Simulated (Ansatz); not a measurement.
Rock-salt NaCl: PBE at its full settings (plane-wave cutoff 520 eV, 10×10×10 k mesh, Fermi–Dirac smearing 0.01 eV, scalar-relativistic PAW data made under PBE) and at cheaper ones, in a cell of 2 atoms with Γ-centred meshes.

```csv
level and setting,lattice constant a (Å),bulk modulus B0 (GPa)
PBE (Ansatz),5.696,23.6
PBE (2×2×2 k mesh) (Ansatz),5.838,20.9
PBE (4×4×4 k mesh) (Ansatz),5.698,23.6
PBE (6×6×6 k mesh) (Ansatz),5.696,23.6
PBE (Fermi-Dirac smearing of 0.3 eV) (Ansatz),5.696,23.6
```

Largest shifts from the full settings: lattice constant a +2.49 % (PBE (2×2×2 k mesh)), against a difference of +2.28 % of the full result from the reference 5.569 Å (measured, static lattice: zero-point anharmonic expansion removed; as tabulated in Mejia-Rodriguez and Trickey (2018), arXiv:1807.09216); bulk modulus -11.4 % (PBE (2×2×2 k mesh)), against a difference of -14.5 % of the full result from the reference 27.6 GPa (measured, 0 K value with the zero-point phonon effect removed; as tabulated in Mejia-Rodriguez and Trickey (2018), arXiv:1807.09216).

The full settings aren't shown to be converged themselves.

Ansatz's density-functional and Hartree–Fock values are scalar-relativistic unless marked +SOC, with PAW data made under PBE.

Run with cheap settings on purpose, which may leave them unconverged: PBE (2×2×2 k mesh), PBE (4×4×4 k mesh), PBE (6×6×6 k mesh), PBE (Fermi-Dirac smearing of 0.3 eV).

Ansatz is a first-principles code.
